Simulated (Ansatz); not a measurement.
## Worked example: correlation energy of HC–CH⁺, doublet

Geometry: that of the HC–CH, singlet, kept fixed.

| atom | x (Å) | y (Å) | z (Å) |
| --- | --- | --- | --- |
| C | 0.0000 | 0.0000 | 0.5985 |
| C | 0.0000 | 0.0000 | -0.5985 |
| H | 0.0000 | 0.0000 | 1.6632 |
| H | 0.0000 | 0.0000 | -1.6632 |

Basis cc-pVTZ; Ansatz 0.2.0. Only valence electrons are correlated (noble-gas cores frozen), which leaves 9 electrons in 86 orbitals. Prefix R: restricted or restricted open-shell reference; prefix U: unrestricted.

Full CI isn't at hand for all of this; UCCSDT(Q) serves as the reference, and is uncertain by the last step of the cluster series or more.

UCCSD has a T1 diagnostic of 0.011 and a largest doubles amplitude of 0.10.

Runs differ by some tens of microhartree through their thresholds and, for an open shell, their frozen cores, so steps under 0.03 kcal/mol mean nothing.

```json
{"level": "UHF", "total energy (hartree)": "-76.489463"}
{"level": "UMP2", "total energy (hartree)": "-76.732361"}
{"level": "UCCSD", "total energy (hartree)": "-76.756318"}
{"level": "UCCSD(T)", "total energy (hartree)": "-76.766975"}
{"level": "UCCSDT", "total energy (hartree)": "-76.767702"}
{"level": "UCCSDT(Q)", "total energy (hartree)": "-76.768277"}
```

Q: What is the correlation energy at UCCSDT(Q), and what share of it do UMP2 and UCCSDT recover?

A: E(corr) = -76.768277 − (-76.489463) = -0.278814 hartree = -7.587 eV. UMP2: -0.242898 / -0.278814 = 87.12 %. UCCSDT: -0.278239 / -0.278814 = 99.79 %.

Q: By how many kcal/mol does UCCSD(T) miss UCCSDT(Q) (1 hartree = 627.509 kcal/mol), and which steps make up the rest?

A: -76.766975 − (-76.768277) = 0.001302 hartree = 0.82 kcal/mol. Steps: UCCSDT − UCCSD(T) = -0.46, UCCSDT(Q) − UCCSDT = -0.36 kcal/mol. Differences between like states or geometries often cancel part of this.
